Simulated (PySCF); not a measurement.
## Core-level binding energies of `PPP`

P3H5.
Atom-mapped SMILES: `[PH2:1][PH:2][PH2:3]`

Cartesian coordinates in Å at the PBE0-D3(BJ)/def2-SVP level; atoms count from 1:
```
atom  x, y, z in Å
P1     1.7194   -0.1222   -0.2033
P2     0.0062   -0.4839    1.2061
P3    -1.5823   -0.3505   -0.3767
H4     1.6368    1.2995   -0.0669
H5     2.7007   -0.2190    0.8334
H6     0.1116   -1.9058    1.0706
H7    -1.7076    1.0686   -0.2447
H8    -2.6446   -0.5847    0.5529
```

Method used: PySCF 2.14.0, delta-SCF UKS SCAN, pcX-2 on the ionised atom, pcseg-1 elsewhere, spin-free X2C. Binding energies are ΔSCF values: E(core-ionised, relaxed orbitals) − E(ground state) at a fixed geometry, referred to the vacuum level.

Task: List the computed XPS lines with their assignment.

Result: 
| atom(s) | bonded to | level | binding energy (eV) | 2p1/2 (eV) | above the level's lowest (eV) | count |
| --- | --- | --- | --- | --- | --- | --- |
| P1/P3 | 2 H and P | P 1s | 2150.16 | – | +0.18 | 2 |
| P2 | H and 2 P | P 1s | 2149.98 | – | 0.00 | 1 |
| P1/P3 | 2 H and P | P 2p3/2 | 136.62 | 137.52 | +0.18 | 2 |
| P2 | H and 2 P | P 2p3/2 | 136.44 | 137.33 | 0.00 | 1 |

The 2 P 1s values lie within 0.18 eV of each other; Gaussian lines of 0.5 eV full width would blend them into one maximum.

The 2 P 2p3/2 values lie within 0.18 eV of each other.

Task: Express the binding energy of P 1s of P1/P3 in atomic units and per mole.

Result: 2150.16 eV = 79.0169 Eh = 207459 kJ/mol.

Atoms equivalent by their bonding share one computed value, that of the first of them. For 2p shells one spin-free hole was relaxed; a mean-field spin–orbit operator and the ground-state splitting of the three 2p orbitals were then diagonalised within the shell. The shell's mean is (2 × 2p3/2 + 2p1/2)/3, and the degeneracies 2j + 1 give areas of 2:1. 2p1/2 minus 2p3/2 (ligand field included): P 0.89 eV. The structure is a single PBE0-D3(BJ)/def2-SVP conformer in the gas phase; no vibrational or solvent corrections.
